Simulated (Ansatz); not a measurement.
Input file:

```yaml
crystal:
  periodic: [false, false, false]
  atoms:
    - {symbol: B, position_ang: [0.000000, 0.761887, -2.406751]}
    - {symbol: Al, position_ang: [0.000000, -0.553323, -0.706867]}
    - {symbol: Cl, position_ang: [0.000000, 0.188778, 1.271874]}
basis:
  gaussian: {orbitals: cc-pVDZ}
total_charge: 1
magnetization: {spin_polarized: false, initial_magnetization: 2}
hamiltonian: {pseudopotentials: {relativity: none}}
correlation: {method: ccsd, electrons: all, diis_vectors: 1}
accuracy: high
scf: {lower_state_search: off}
output: {forces: true}
```

```sh
$ ansatz run in.yaml --threads 1 --pin off --events-out ev --progress --plain --max-ram 2393MiB
```

Log:

```
these checks for a lower state are left out or cut short: starts, cluster_reference, orbital_swaps, neighbouring_geometries, increment
1040 factors; integrals over basis functions are off by at most 3.2e-9 eV
mean field evaluation 1: about -19744.3138 eV, gradient 2.5e1 eV
mean field evaluation 2: about -19744.3533 eV, gradient 2.5e1 eV
mean field evaluation 4: about -19747.9830 eV, gradient 2.6e0 eV
mean field evaluation 8: about -19748.2829 eV, gradient 1.1e0 eV
mean field evaluation 16: about -19748.4145 eV, gradient 1.1e-3 eV
mean field -19748.41447517 eV, -725.7408460065 hartree, gradient 1.0e-8 eV, S^2 2.000000; 0 other end points of the search recorded, 0 dependent functions left out
reference -19748.41447517 eV, -725.7408460065 hartree; 18, 16 occupied and 32, 34 virtual orbitals, 1040 factors
second order -5.91423202 eV of doubles, -0.05223764 eV of singles
cycle   1  -6.47404512 eV  change   -5.1e-1 eV  update   8.7e-2
cycle   2  -6.70903121 eV  change   -2.3e-1 eV  update   4.1e-2
cycle   3  -6.74673309 eV  change   -3.8e-2 eV  update   2.9e-2
cycle   4  -6.78665785 eV  change   -4.0e-2 eV  update   1.9e-2
cycle   5  -6.79641247 eV  change   -9.8e-3 eV  update   1.4e-2
...
cycle  58  -6.83773892 eV  change   -6.1e-9 eV  update   5.2e-8
cycle  59  -6.83773856 eV  change    3.6e-7 eV  update   1.1e-7
cycle  60  -6.83773853 eV  change    3.7e-8 eV  update   4.4e-8
cycle  61  -6.83773850 eV  change    2.7e-8 eV  update   2.7e-8
cycle  62  -6.83773850 eV  change  -8.4e-10 eV  update   1.8e-8
cycle  63  -6.83773850 eV  change    3.6e-9 eV  update   1.1e-8
cycle  64  -6.83773850 eV  change   -5.5e-9 eV  update   7.4e-9
cycle  65  -6.83773850 eV  change   5.8e-10 eV  update   5.3e-9
cycle  66  -6.83773850 eV  change   -1.5e-9 eV  update   4.2e-9
cycle  67  -6.83773850 eV  change  -4.1e-10 eV  update   3.4e-9
the calculation of the forces begins
Total energy: -19755.25221368 eV, -725.9921282618 hartree
Atom 0 at     0.000000     0.761887    -2.406751 Å, force    -0.000000    -0.508522     0.033707 eV/Å
Atom 1 at     0.000000    -0.553323    -0.706867 Å, force     0.000000     1.220214     0.758848 eV/Å
Atom 2 at     0.000000     0.188778     1.271874 Å, force    -0.000000    -0.711691    -0.792555 eV/Å
Dipole moment:     0.000000    -0.512143    -1.202678 e Å
Checks for a lower state left out: starts, cluster_reference, orbital_swaps, neighbouring_geometries, increment
```

Forces (eV/Å):
```
B    0.000 -0.509  0.034
Al   0.000  1.220  0.759
Cl   0.000 -0.712 -0.793
```

Ran on 1 thread of Intel Xeon Platinum 8259CL, shared host: 63 s wall, 0.46 GiB peak host memory.
